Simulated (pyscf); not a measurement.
Optimised with ωB97X-D3(BJ)/def2-SVP in PySCF.

Task: F–GeH(F)–F (SMILES [F][GeH]([F])[F]) + NH₃ (SMILES N) → H₂N–Ge(F)(F)–F (SMILES [NH2][Ge]([F])([F])[F]) + H₂ (SMILES [H][H])
Surface: singlet. Broken: Ge–H, H–N. Formed: Ge–N, H–H. Give ΔE‡ and ΔE from B3LYP-D3(BJ)/def2-TZVP, relative to the separated reactants.

Result: ΔE‡ = 1.77 eV, ΔE = +0.01 eV. ωB97M-D3(BJ)/def2-TZVP gives 1.81 eV and +0.01 eV. Zero-point energy shifts the barrier by -0.06 eV. It is a four-centre exchange, with an imaginary mode of 1613i cm⁻¹. On the reactant side the descent ends in an adduct with a Ge–N contact (not fully relaxed), 0.57 eV under the separated species and 2.33 eV under the saddle at ωB97X-D3(BJ)/def2-TZVP. What is counted as formed (Ge–N) is already present as a longer contact in the reactant adduct; forming that adduct is a step of its own. At the saddle there is also a short Ge–H contact that neither side keeps. One saddle was located; it need not be the lowest between these sides. Elements up to Kr have no core potential and no relativistic terms here.
